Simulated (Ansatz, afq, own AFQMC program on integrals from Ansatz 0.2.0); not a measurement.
CH2Ge⁺, doublet in cc-pVTZ, levels against CCSDT(Q)

```csv
atom,x (Å),y (Å),z (Å)
Ge,0.0000,-0.0424,0.2511
C,0.0000,0.1965,-1.4326
H,0.0000,0.9843,1.3795
H,0.0000,-0.2702,-2.4076
```

Connectivity, by distances: GeH–CH.

Basis cc-pVTZ. Only valence electrons are correlated. AFQMC by an in-house program on the Cholesky factors that Ansatz 0.2.0 writes for its CCSD(T) run. ph-AFQMC/CISD is guided by a CISD state made of CCSD amplitudes; releasing the constraint for a short imaginary time cuts its bias at the price of noise, slowly where states lie close. Error bars are statistical, one sigma. No spin–orbit coupling.

Determinant: ROHF, the one that the program's search chose, which needn't be the lowest solution. The geometry is a PBE0/def2-TZVP stationary point of this or a neighbouring charge and spin state.

No full CI on the walks' own integrals is used here; CCSDT(Q) serves as the reference and is uncertain by about the last step of the cluster series.

Cautions: no relativity below Rb; no spin-orbit coupling; inner d shell frozen; higher spins were not checked; a spin-contaminated unrestricted determinant lies lower (UHF 872 meV lower, ⟨S²⟩ 1.47); the released energies move by 1.5 errors or more from one time to the next, so no released level is given (meV from the phaseless value at times in 1/Eh: -12 ± 4 at 0.24, -22 ± 4 at 0.51, -36 ± 5 at 0.99, -35 ± 4 at 1.62, -51 ± 5 at 2.40), though the last usable value meets CCSDT(Q) within the noise.

```
T1 diagnostic                               : 0.0377
weight of the determinant in the CISD state : 0.841
size of the correlated space                : 9 electrons in 86 orbitals
```

| level | correlation energy (eV) |
| --- | --- |
| MP2 | -6.0538 |
| CCSD | -6.8676 |
| CCSD(T) | -7.2323 |

Problem. Estimate where phaseless AFQMC with the Hartree–Fock trial lies against CCSD(T) on the same integrals.

Solution. 4.62 ± 0.97 mEh above CCSD(T).

Reference: CCSDT(Q), correlation energy -7.297 eV.

```
        level  E − E(reference) (mEh)  share of correlation (%)
      CCSD(T)                    2.37                     99.12
        CCSDT                    1.11                     99.59
  ph-AFQMC/HF             6.98 ± 0.97                     97.40
ph-AFQMC/CISD             2.05 ± 0.17                     99.23
```

A walk keeps the symmetry of its determinant, which the program's search chose and which needn't be the lowest solution, so a lower state of the same spin and another symmetry isn't excluded.
